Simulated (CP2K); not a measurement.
**[CF2]+ (SMILES F[C+]F): PM3**

What is the vertical doublet–quartet gap of [CF2]+ at PM3? 

Program for the calculation: CP2K 2026.2.

5 further runs of the same task are left out: 3 that didn't finish, 2 set aside as unsound or not needed.

## (1) The system as given

[CF2]+: 3 atoms, total charge +1, spin state doublet. As SMILES, `F[C+]F`. The coordinates come from a PBE0-D4/def2-TZVP relaxation.

Bond lengths: F1–C2 1.214 Å, C2–F3 1.214 Å. Angles: F1–C2–F3 124.6°.

## (2) The energy at PM3

Contents of mol.inp:

```
&GLOBAL
  PROJECT mol
  RUN_TYPE ENERGY
  PRINT_LEVEL MEDIUM
&END
&FORCE_EVAL
  METHOD QUICKSTEP
  &DFT
    CHARGE 1
    MULTIPLICITY 2
    UNRESTRICTED_KOHN_SHAM T
    &QS
      METHOD PM3
      EPS_DEFAULT 1.0E-10
      &SE
        &COULOMB
          CUTOFF [angstrom] 50
          RC_RANGE [angstrom] 0
        &END
        &EXCHANGE
          CUTOFF [angstrom] 50
          RC_RANGE [angstrom] 0
        &END
      &END
    &END
    # isolated system
    &POISSON
      PERIODIC NONE
      POISSON_SOLVER ANALYTIC
    &END
    &SCF
      SCF_GUESS ATOMIC
      EPS_SCF 1.0E-07
      MAX_SCF 100
      ADDED_MOS 8
      &DIAGONALIZATION
        ALGORITHM STANDARD
      &END
      &MIXING
        METHOD DIRECT_P_MIXING
        ALPHA 0.4
      &END
    &END
    &PRINT
      &MOMENTS
        PERIODIC F
        REFERENCE COM
        MAX_MOMENT 1
      &END
      &MO ON
        ENERGIES T
        OCCUPATION_NUMBERS T
        NDIGITS 6
        &EACH
          QS_SCF 0
        &END
        ADD_LAST NUMERIC
      &END
      &HIRSHFELD OFF
      &END
    &END
  &END
  &SUBSYS
    # vacuum box
    &CELL
      ABC 9 9.7 8.8
      PERIODIC NONE
    &END
    &COORD
      SCALED T
      F    0.55744111   0.58889691   0.54316250
      C    0.54595222   0.46576907   0.52169432
      F    0.44255889   0.41110309   0.45683750
    &END
  &END
&END
```

Run with:

```
$ OMP_NUM_THREADS=1 cp2k.psmp -i mol.inp -o mol.out
```

Standard output:

```text
CP2K| version string:                                       CP2K version 2026.2
[...]
 GLOBAL| Method name                                                        CP2K
[...]
 GLOBAL| Run type                                                         ENERGY
[...]
 *** WARNING in qs_environment.F:2191 :: More ADDED_MOs requested for beta ***
 *** spin than available.                                                  ***
 *** WARNING in qs_environment.F:2210 :: More added MOs requested than     ***
 *** available. The full set of unoccupied MOs will be used. Use           ***
 *** 'ADDED_MOS -1' to always use all available MOs and to get rid of this ***
[...]
                             - Atoms:                                          3
[...]
                             - Spherical basis functions:                     12
[...]
 Number of electrons:                                                          9
[...]
     1 P_Mix/Diag. 0.40E+00    0.0     0.49517036       -33.4119932256 -3.34E+01
[...]
    15 DIIS/Diag.  0.60E-07    0.0     0.00000005       -36.2501347951 -5.83E-13
  *** SCF run converged in    15 steps ***
  Core-core repulsion energy [eV]:                            751.19447264528628
  Core Hamiltonian energy [eV]:                             -1650.40387992174601
  Two-electron integral energy [eV]:                         -174.41385096893322
  Electronic energy [eV]:                                   -1737.61080540621288
  Total energy [eV]:                                         -986.41633276092625
  Atomic reference energy [eV]:                               995.31304191470031
  Heat of formation [kcal/mol]:                               205.16300324212673
[...]
 SE_DIPOLE| Moment [Debye]         -0.95305476       0.76518562      -0.43994270
 SE_DIPOLE| Derivative [a.u.]       0.00000000       0.00000000       0.00000000
 ENERGY| Total FORCE_EVAL ( QS ) energy [hartree]            -36.250134795083554
[...]
```

Run time: 2 s. Hardware: 1 thread of Intel Xeon at 2.50GHz (Skylake/Cascade Lake), shared host; peak memory 0.18 GiB.

## (3) The quartet, same level

Contents of mol.inp:

```
&GLOBAL
    PROJECT mol
    RUN_TYPE ENERGY
    PRINT_LEVEL MEDIUM
&END GLOBAL

&FORCE_EVAL
    METHOD Quickstep
    &DFT
        CHARGE 1
        MULTIPLICITY 4
        UNRESTRICTED_KOHN_SHAM T
        # Quickstep
        &QS
            METHOD PM3
            EPS_DEFAULT 1.0E-10
            &SE
                &COULOMB
                    CUTOFF [angstrom] 50
                    RC_RANGE [angstrom] 0
                &END COULOMB
                &EXCHANGE
                    CUTOFF [angstrom] 50
                    RC_RANGE [angstrom] 0
                &END EXCHANGE
            &END SE
        &END QS
        # isolated system
        &POISSON
            PERIODIC NONE
            POISSON_SOLVER ANALYTIC
        &END POISSON
        # SCF settings
        &SCF
            SCF_GUESS ATOMIC
            EPS_SCF 1.0E-07
            MAX_SCF 40
            &OT ON
                MINIMIZER CG
                PRECONDITIONER FULL_SINGLE_INVERSE
            &END OT
            &OUTER_SCF
                EPS_SCF 1.0E-07
                MAX_SCF 10
            &END OUTER_SCF
        &END SCF
        &PRINT
            &MOMENTS
                PERIODIC F
                REFERENCE COM
                MAX_MOMENT 1
            &END MOMENTS
            &MO_CUBES
                NLUMO 3
                NHOMO -1
                WRITE_CUBE F
            &END MO_CUBES
            &HIRSHFELD OFF
            &END HIRSHFELD
        &END PRINT
    &END DFT
    &SUBSYS
        # box in angstrom
        &CELL
            ABC [angstrom] 9 9.7 8.8
            PERIODIC NONE
        &END CELL
        &COORD
            SCALED T
            F    0.55744111   0.58889691   0.54316250
            C    0.54595222   0.46576907   0.52169432
            F    0.44255889   0.41110309   0.45683750
        &END COORD
    &END SUBSYS
&END FORCE_EVAL
```

Run with:

```
$ OMP_NUM_THREADS=1 cp2k.psmp -i mol.inp -o mol.out
```

Standard output:

```text
CP2K| version string:                                       CP2K version 2026.2
[...]
 GLOBAL| Method name                                                        CP2K
[...]
 GLOBAL| Run type                                                         ENERGY
[...]
                             - Atoms:                                          3
[...]
                             - Spherical basis functions:                     12
[...]
 Number of electrons:                                                         10
[...]
     1 OT CG       0.80E-01    0.1     0.23373353       -33.7106286579 -3.37E+01
[...]
    17 OT CG       0.75E+00    0.0     0.00000008       -35.9861935436 -1.93E-12
  *** SCF run converged in    17 steps ***
  Core-core repulsion energy [eV]:                            751.19447264528628
  Core Hamiltonian energy [eV]:                             -1608.78823430711918
  Two-electron integral energy [eV]:                         -243.28072877920346
  Electronic energy [eV]:                                   -1730.42859869672111
  Total energy [eV]:                                         -979.23412605143460
  Atomic reference energy [eV]:                               995.31304191470031
  Heat of formation [kcal/mol]:                               370.78863772743409
[...]
 SE_DIPOLE| Moment [Debye]         -0.70670739      -1.30498244      -0.53318388
 SE_DIPOLE| Derivative [a.u.]       0.00000000       0.00000000       0.00000000
 *** WARNING in qs_scf_post_se.F:140 :: Printing of MO cube files not ***
 *** implemented for Semi-Empirical method.                           ***
 ENERGY| Total FORCE_EVAL ( QS ) energy [hartree]            -35.986193543607612
[...]
```

It took 6.9 s on 1 thread of Intel Xeon at 2.50GHz (Skylake/Cascade Lake), shared host; peak memory 0.18 GiB.

## (4) What came out

At PM3:

| quantity | value |
| --- | --- |
| doublet: total energy | -36.25013 Eh |
| doublet: HOMO energy (highest over α and β) | -20.61 eV |
| doublet: LUMO energy (lowest over α and β) | -10.06 eV |
| doublet: heat of formation | 205.2 kcal/mol |
| quartet: total energy | -35.98619 Eh |
| quartet: heat of formation | 370.8 kcal/mol |
| vertical energy of the quartet above the doublet | 7.182 eV |

In words: At this shape the quartet lies 7.18 eV (166 kcal/mol) above the doublet.
